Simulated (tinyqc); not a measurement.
Starting guesses with plain Roothaan steps: SCF starting guesses in the sto-3g basis, for H2O, spin multiplicity 3. Computed by the program tinyqc with PySCF. Command: `OMP_NUM_THREADS=1 python tinyqc.py 110413 110414 out.jsonl`; one thread of a shared host (Intel(R) Xeon(R) Processor @ 2.60GHz), about 0.6 s.

Geometry (angstrom):

| atom | x | y | z |
|---|---|---|---|
| O | 0.0000 | 0.0000 | 0.0000 |
| H | 0.0000 | 0.6650 | 0.5840 |
| H | 0.0000 | -0.6650 | 0.5840 |

lowest solution found by these runs and by PySCF with stability checks = -74.464293 hartree

UHF with one setting changed at a time; a run stops when the energy changes by less than 1e-09 hartree and the error matrix is below 1e-5. Starts: the lowest orbitals of the core Hamiltonian, of the Wolfsberg-Helmholz matrix (K = 1.75), projected atomic densities, random orbitals, and the highest orbitals of the core Hamiltonian (a deliberately bad start).

Largest element of the error matrix X^T (FDS - SDF) X:

| iteration | core | Wolfsberg-Helmholz | atomic densities | random | highest core orbitals |
|---|---|---|---|---|---|
| 1 | 3.3e-01 | 2.0e-01 | 9.4e-01 | 9.3e+00 | 2.6e-01 |
| 2 | 8.0e-02 | 5.9e-02 | 3.2e-02 | 3.3e-01 | 3.2e-01 |
| 3 | 1.7e-02 | 2.0e-02 | 1.4e-02 | 9.0e-02 | 9.3e-02 |
| 4 | 5.6e-03 | 6.4e-03 | 7.7e-03 | 8.1e-02 | 2.4e-02 |
| 5 | 2.3e-03 | 2.1e-03 | 4.3e-03 | 1.1e-01 | 7.3e-03 |
| 6 | 1.2e-03 | 7.6e-04 | 2.4e-03 | 1.2e-01 | 2.6e-03 |
| 8 | 3.8e-04 | 1.8e-04 | 7.3e-04 | 8.6e-02 | 4.6e-04 |
| 10 | 1.2e-04 | 5.3e-05 | 2.3e-04 | 4.7e-02 | 9.9e-05 |
| 14 | 1.2e-05 | 5.1e-06 | 2.1e-05 | 1.2e-02 | 5.7e-06 |
| 20 | - | - | - | 3.8e-03 | - |
| 30 | - | - | - | 7.2e-04 | - |
| 45 | - | - | - | 6.0e-05 | - |

How each run ends:

| run | iterations | E (hartree) | state |
|---|---|---|---|
| core | 15 | -74.362121 | higher |
| Wolfsberg-Helmholz | 14 | -74.362121 | higher |
| atomic densities | 16 | -74.464293 | lowest found |
| random | 58 | -74.464293 | lowest found |
| highest core orbitals | 14 | -74.187309 | higher |

2 of 5 runs reach the lowest solution found, in 16 to 58 iterations (fastest: atomic densities). Ending on a higher stationary point: core, Wolfsberg-Helmholz, highest core orbitals; a small error matrix cannot reveal that, and an occupation fixed by the start is kept by symmetry or by the shape of the basin. The first errors are 3e-01, 2e-01, 9e-01, 9e+00, 3e-01.
